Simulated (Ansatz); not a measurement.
# How far each method lies from UCCSDT(Q) for HAl–AsH2, doublet

Geometry: displaced at random from a stationary point.

```xyz
5

Al    0.1506   -0.1359    1.7824
As   -0.0821    0.0405   -0.6559
H    -0.0147    1.2422    2.5685
H     1.3717    0.7602   -0.5751
H     0.7143   -1.3797   -0.9516
```

Basis cc-pVDZ; Ansatz 0.2.0. Only valence electrons are correlated (noble-gas cores and the filled d shells of p-block atoms frozen), which leaves 11 electrons in 41 orbitals. Prefix R: restricted or restricted open-shell reference; prefix U: unrestricted. No spin–orbit coupling is included, and no scalar relativity.

Full CI isn't at hand for all of this; UCCSDT(Q) serves as the reference, and is uncertain by the last step of the cluster series or more.

The UHF ⟨S²⟩ is 0.758 and the T1 diagnostic (RCCSD) is 0.0229. The largest doubles amplitude (RCCSD) is 0.054 and the T1 diagnostic (UCCSD) is 0.0185.

Task: From what is known of these methods and the diagnostics, rank them by the size of their error in total energy against UCCSDT(Q) in cc-pVDZ, smallest first (an estimate: the text doesn't fix the numbers).
A. UCCSD(T)
B. UHF
C. UCCSDT
D. UCCSD
E. UMP2

Result: C (0.36 mEh), A (1.49 mEh), D (7.54 mEh), E (44.27 mEh), B (208.01 mEh).

All errors are against UCCSDT(Q) in cc-pVDZ. Within each family the higher level lies nearer, as is usual though not guaranteed.
